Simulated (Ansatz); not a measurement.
in.yaml

```yaml
crystal:
  periodic: [false, false, false]
  atoms:
    - {symbol: C, position_ang: [-0.141840, 0.000000, 0.000000]}
    - {symbol: H, position_ang: [-0.505046, 1.027301, 0.000000]}
    - {symbol: H, position_ang: [-0.505046, -0.513650, 0.889668]}
    - {symbol: H, position_ang: [-0.505046, -0.513650, -0.889669]}
    - {symbol: H, position_ang: [1.018160, 0.000000, 0.000000]}
    - {symbol: H, position_ang: [2.187160, 0.000000, 0.000000]}
basis:
  gaussian: {orbitals: cc-pVDZ}
magnetization: {spin_polarized: true, initial_magnetization: 1}
hamiltonian: {xc: {name: B2PLYP}}
correlation: {electrons: outside_noble_gas}
```

```sh
$ ansatz run in.yaml --threads 1 --pin off --events-out ev --progress --plain --max-ram 2393MiB
```

Output:

```
346 factors; integrals over basis functions are off by at most 1.2e-3 eV
mean field evaluation 1: about -1110.3813 eV, gradient 2.1e1 eV
mean field evaluation 2: about -1110.3799 eV, gradient 2.1e1 eV
mean field evaluation 4: about -1112.5747 eV, gradient 1.1e0 eV
mean field evaluation 8: about -1112.5937 eV, gradient 1.6e-2 eV
mean field evaluation 16: about -1112.5937 eV, gradient 9.3e-6 eV
mean field -1112.59367424 eV, -40.8870633851 hartree, gradient 9.3e-6 eV, S^2 0.757203; 0 other end points of the search recorded, 0 dependent functions left out
1 core orbitals not correlated: weight in the atoms' cores, before any rotation towards them, 1.000 or more for the frozen orbitals, at most 0.000 for the correlated occupied ones
reference -1112.59380180 eV, -40.8870680730 hartree; 5, 4 occupied and 33, 34 virtual orbitals, 346 factors
second order -5.55410953 eV of doubles, -0.00000000 eV of singles
Total energy: -1114.09341137 eV, -40.9421777083 hartree
```

Ran on 1 thread of AMD EPYC 7R13, shared host: 0.57 s wall, 0.1 GiB peak host memory.
